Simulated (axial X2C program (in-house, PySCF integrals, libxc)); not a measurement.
# Outer orbitals of CH⁻ at 1.138 Å, M06

All values were computed with an axial X2C code built on PySCF integrals. Spin-free means the one-electron spin-free X2C Hamiltonian; two-component (2c) means X2C with spin–orbit coupling and atomic mean-field two-electron Coulomb and Gaunt terms, so the difference of the two also holds small scalar two-electron terms. Basis: C dyall-av3z [8s7p3d2f], H dyall-av3z [7s3p2d] (cores contracted in-house); Gaussian nuclei, density fitting, unrestricted open shells. Masses: C 12.000 u, H 1.008 u.

The distance is close to the 2c PBE0 minimum; the highest filled and lowest empty levels are listed.

Spin-free orbitals, state M_S = 1, Λ = 0 (beyond evenly filled blocks: π+α, π-α) (Löwdin shares):

| symmetry | occupied | ε (eV) | atomic character |
| --- | --- | --- | --- |
| σα | yes | -9.79 | 49% C s, 34% H s, 9% H p |
| σβ | yes | -7.59 | 42% C s, 42% H s, 7% C p |
| σα | yes | -1.25 | 60% C p, 14% C s, 14% H s |
| σβ | yes | -0.05 | 56% C p, 20% C s, 11% H p |
| π+α | yes | 1.13 | 81% C p, 14% H p, 5% H d |
| π-α | yes | 1.13 | 81% C p, 14% H p, 5% H d |
| σα | no | 2.11 | 91% H s, 8% C s |
| σβ | no | 2.72 | 94% H s, 4% C s |
| σα | no | 3.28 | 98% C p |
| π+α | no | 3.63 | 98% C p |
| π-α | no | 3.63 | 98% C p |

The highest filled level is positive, so this functional does not bind it, and the empty levels of an anion are set by the basis.

Spinors with spin–orbit coupling (state Ω = 1):

| ω | occupied | ε (eV) | atomic character | λ mixture |
| --- | --- | --- | --- | --- |
| 1/2 | yes | -9.79 | 49% C s, 34% H s, 9% H p | 100% σ |
| -1/2 | yes | -7.59 | 42% C s, 42% H s, 7% C p | 100% σ |
| 1/2 | yes | -1.25 | 60% C p, 14% C s, 14% H s | 100% σ |
| -1/2 | yes | -0.05 | 56% C p, 20% C s, 11% H p | 100% σ |
| -1/2 | yes | 1.12 | 81% C p, 14% H p, 5% H d | 100% π |
| 3/2 | yes | 1.13 | 81% C p, 14% H p, 5% H d | 100% π |
| 1/2 | no | 2.13 | 91% H s, 7% C s | 100% σ |
| -1/2 | no | 2.74 | 94% H s, 4% C s | 100% σ |
| 1/2 | no | 3.28 | 99% C p | 100% σ |
| -1/2 | no | 3.63 | 98% C p | 100% π |
| 3/2 | no | 3.63 | 98% C p | 100% π |

The highest filled level is positive, so this functional does not bind it, and the empty levels of an anion are set by the basis.

Mulliken charges and populations of the two-component result (they depend on the basis, above all on diffuse functions):

C -1.32 e (s 3.85 p 3.42 d 0.05), H 0.32 e (s 0.58 p 0.09 d 0.01). ⟨Lz⟩ = 0.00 ħ and ⟨Sz⟩ = 1.00 ħ (0.89 and 0.11 on the two atoms), which add up to Ω.

One determinant describes the state; a PBE0 search over occupations chose it and may have missed a lower one. Density functionals use the spin component along the axis (collinear). With several unpaired electrons one determinant need not be a pure state. Open-shell Ω = 0 determinants with evenly filled partner blocks cannot be reached by this program, so the Ω shown need not be the lowest component. This is the Ω = 1 component of a π² triplet; the 0⁺ component is not one determinant and can lie lowest. The highest occupied level of some functionals is positive through self-interaction error; at Hartree–Fock it is bound.
